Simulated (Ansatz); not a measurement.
We consider bcc V, described by HSE06 in Ansatz (PAW).

Settings: plane-wave cutoff 500 eV, 10×10×1 k mesh (along the axes of the cell as run), Fermi–Dirac smearing 0.1 eV, scalar-relativistic PAW data made under PBE.

The cell is the one relaxed with r²SCAN.

Problem. What does this level give for the surface energy of the (110) face and work function of the (110) face?

Solution. 
- surface energy of the (110) face = 2.69 J/m²
- work function of the (110) face = 4.96 eV

Note: exact exchange on metals is sensitive to the k mesh and can open a false gap.

The slab of 6 atoms is relaxed and unreconstructed.

The result took about 20 core-minutes (a rough figure).

Ansatz is an electronic-structure program.
